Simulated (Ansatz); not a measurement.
Basis-set extrapolation for C3H3NO, SMILES `c1cocn1` (PBE0-D4/def2-TZVP geometry, frozen core, the Gaussian-basis code of Ansatz). Multiplicity 1, RHF reference.

```
                      def2-TZVPP   def2-QZVPP
                 HF  -244.729765  -244.740461
    MP2 correlation    -0.897747    -0.960055
CCSD(T) correlation    -0.952096      not run
```

Energies in hartree. Use E(X) = E(∞) + A·exp(−7.88·√X) for Hartree–Fock and E(X) = E(∞) + B·X^(−2.97) for correlation, with X = 3 and 4, and add CCSD(T) minus MP2 of the smaller set to the MP2 limit.

Problem. What is the CCSD(T) energy at the basis-set limit?

Solution. HF limit: -244.740461 + (-0.010696) × 0.13774 = -244.74193. MP2 limit: -0.960055 + (-0.062308) × 0.74074 = -1.00621. Higher-order term: -0.952096 − (-0.897747) = -0.05435. Total: -245.80249 hartree, 316.7 kJ/mol below CCSD(T)/def2-TZVPP.
